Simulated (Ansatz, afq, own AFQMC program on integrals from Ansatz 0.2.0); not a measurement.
# NH₄⁺, singlet in 6-31G along one coordinate

```xyz
5

N     0.0000    0.0000    0.0000
H     0.5903    0.5923    0.5902
H    -0.5929   -0.5882    0.5917
H    -0.5890    0.5896   -0.5943
H     0.5916   -0.5937   -0.5876
```

The N1–H4 distance is changed with both sides rigid. Energies in kJ/mol count from this geometry (1.024 Å) at the same level; the start stands on RHF, each point on the determinant named.

Basis 6-31G. Noble-gas cores (and the filled d shells of Ga–Kr and In–Xe) are frozen. Integrals, coupled cluster, full CI and functionals: Ansatz 0.2.0; the random walks run on the same integrals in our own AFQMC program. ph-AFQMC/CISD is guided by a CISD state made of CCSD amplitudes; releasing the constraint for a short imaginary time cuts its bias at the price of noise, slowly where states lie close. ± is one standard error of the sampling.

Cautions, each for one point or more: cluster runs in doubt by the program's own checks; restricted determinant unstable towards unrestricted; strong correlation; the next higher spin lies close; unrestricted determinant spin contaminated.

```json
{"r(N1–H4) / Å": "0.809", "det.": "RHF", "T1": "0.006", "weight": "0.96", "⟨S²⟩": "pure", "B2PLYP": "160.8", "PBE": "167.8", "CCSD(T)": "166.3"}
{"r(N1–H4) / Å": "1.276", "det.": "RHF", "T1": "0.009", "weight": "0.94", "⟨S²⟩": "pure", "B2PLYP": "77.1", "PBE": "69.5", "CCSD(T)": "72.4"}
{"r(N1–H4) / Å": "1.641", "det.": "RHF", "T1": "0.018", "weight": "0.92", "⟨S²⟩": "pure", "B2PLYP": "261.7", "PBE": "245.8", "CCSD(T)": "248.1"}
{"r(N1–H4) / Å": "2.213", "det.": "UHF", "T1": "0.105", "weight": "0.67", "⟨S²⟩": "0.82", "B2PLYP": "481.6§", "PBE": "447.1§", "CCSD(T)": "452.7"}
{"r(N1–H4) / Å": "3.450", "det.": "UHF‡", "T1": "0.010", "weight": "0.96", "⟨S²⟩": "1.00", "B2PLYP": "583.5§", "PBE": "535.1§", "CCSD(T)": "557.4"}
```

Question: Estimate the curve of full CI, counted from the same start.

Answer: 
| r(N1–H4) / Å | det. | T1 | weight | ⟨S²⟩ | FCI | ph-AFQMC/CISD | released AFQMC | CCSDT(Q) |
| --- | --- | --- | --- | --- | --- | --- | --- | --- |
| 0.809 | RHF | 0.006 | 0.96 | pure | 166.4 | 166.3 ± 0.3 | 166.4 ± 0.2 | 166.4 |
| 1.276 | RHF | 0.009 | 0.94 | pure | 72.2 | 72.5 ± 0.3 | 72.2 ± 0.1 | 72.2 |
| 1.641 | RHF | 0.018 | 0.92 | pure | 247.6 | 247.7 ± 0.5 | 247.5 ± 0.2 | 247.5 |
| 2.213 | UHF | 0.105 | 0.67 | 0.82 | 447.0 | 449.4 ± 0.5 | – | 446.4 |
| 3.450 | UHF‡ | 0.010 | 0.96 | 1.00 | 556.0 | 557.8 ± 0.4 | – | 556.2 |

Weight is that of the determinant in the CISD state; at the start T1 is 0.006 and the weight 0.95. A double dagger marks points where the walks on two determinants ended up to 635.4 kJ/mol apart; the lower is shown. Symmetry can't show for every point that it stays on the start's state. A dash marks a missing value, a released energy that hasn't settled or a functional that sits on another state. § marks a functional whose ⟨S²⟩ is too high by over 0.1. Largest departures from full CI: CCSD(T) 5.7 kJ/mol at 2.213 (on UHF), ph-AFQMC/CISD 2.4 kJ/mol at 2.213 (on UHF), released AFQMC -0.1 kJ/mol at 1.641 (on RHF) (within the noise), CCSDT(Q) -0.6 kJ/mol at 2.213 (on UHF). The functionals aren't scored here. In this small basis the wave-function levels are far from their limit, so their gap to the functionals isn't the functionals' error.

CCSDT and higher add their correlation energy to the determinant of the CCSD(T) run, since their own runs factorise the integrals more tightly (a shift of under 2 meV). A walk keeps the symmetry of its determinant, which the program's search chose and which needn't be the lowest solution, so a lower state of the same spin and another symmetry isn't excluded. Released energies are given only where the last usable release times agree within the noise; a slower fall can still hide under it.
